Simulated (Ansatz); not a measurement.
Species: C4H3N2 (charge -1, singlet). It need not be the lowest isomer of its formula. Whether it binds its extra electron was not tested at this geometry. 
Structure (B3LYP-D3(BJ)/def2-TZVP (Ansatz, an electronic-structure program) minimum search):
SMILES: [c-]1cnccn1
```xyz
9

C      1.0030    -1.1016    -0.0208
C      1.2842     0.2991    -0.0543
N      0.4182     1.3192    -0.0375
C     -0.8696     0.9607     0.0179
C     -1.2328    -0.3750     0.0536
N     -0.3511    -1.3792     0.0359
H      2.3306     0.6089    -0.0997
H     -1.6174     1.7536     0.0339
H     -2.2926    -0.6411     0.0987
```
Charge -1, spin multiplicity 1.

Parts of the frozen-core correlation energy in cc-pVTZ (Ansatz, hartree). Frozen orbitals: 6; correlated occupied orbitals by spin: 15 and 15; virtual: 201 and 201. Spin-orbit coupling is left out. No relativistic terms. The restricted reference is unstable.

```json
[
 {"term": "reference (HF)", "value": "-262.11224"},
 {"term": "MP2 opposite-spin", "value": "…"},
 {"term": "MP2 same-spin", "value": "-0.26992"},
 {"term": "CCSD correlation", "value": "…"},
 {"term": "(T)", "value": "…"},
 {"term": "T1 diagnostic", "value": "0.013"},
 {"term": "largest doubles amplitude", "value": "0.077"}
]
```

Question: Complete the blanks.

Answer: 
- MP2 opposite-spin, value: -0.75943
- CCSD correlation, value: -1.03526
- (T), value: -0.05902
